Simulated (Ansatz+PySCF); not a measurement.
**singlet C₂H₆: levels of theory in one basis**

```xyz
8

C     0.0000    0.0000   -0.7596
C     0.0000    0.0000    1.5191
H     0.0000   -1.0240   -1.1651
H    -0.8868    0.5120   -1.1651
H     0.8868    0.5120   -1.1651
H     0.0000    1.0240    1.9247
H    -0.8868   -0.5120    1.9247
H     0.8868   -0.5120    1.9247
```

Basis set: STO-3G (spherical functions). Correlated methods keep 2 orbitals frozen. Charge 0, multiplicity 1.

Computed with Ansatz (development build ahead of 0.2.0); each method stands on the lowest determinant of its kind that the runs found. NEVPT2 correlates all electrons. Active spaces start from the frontier orbitals, and the lowest solution found is given.

```tsv
method	E − E(RHF) (eV)	<S²> of the determinant
RHF	0.00	0.00
UHF	-0.85	0.64
RHF-MP2	-3.91	–
UHF-MP2	-3.43	0.64
RHF-CCSD	-5.43	–
UHF-CCSD	-5.39	0.64
RHF-CCSD(T)	-5.47	–
UHF-CCSD(T)	-5.44	0.64
full CI (lowest root of this spin)	-5.49	–
CASSCF(2,2)	-1.89	–
```

Question: What does SC-NEVPT2(2,2) give on the same scale?

Answer: -4.45 eV. NEVPT2 here correlates all electrons, so it doesn't share the others' frozen core.

At such a shape the full CI root can have another spatial symmetry than the determinants, so the rows needn't describe one state.

Question: Is a single determinant a sound starting point here?

Answer: It is doubtful. Unrestricted orbitals lower Hartree–Fock by 0.85 eV and <S²> is 0.64 where a pure state has 0.00, a sign of strong static correlation. The CASSCF(2,2) natural occupations are 1.79, 0.21.

Caution for RHF, RHF-MP2, RHF-CCSD, RHF-CCSD(T): an unrestricted determinant lies well below. Caution for UHF, UHF-MP2, UHF-CCSD, UHF-CCSD(T): the unrestricted determinant is spin contaminated; the determinant breaks the point group. Caution for RHF-MP2, UHF-MP2, RHF-CCSD, UHF-CCSD, RHF-CCSD(T), UHF-CCSD(T): large amplitudes, a single reference is doubtful. Caution for UHF-MP2: another reference gives a lower total. Caution for RHF-CCSD, RHF-CCSD(T): the amplitudes may be one of several solutions.
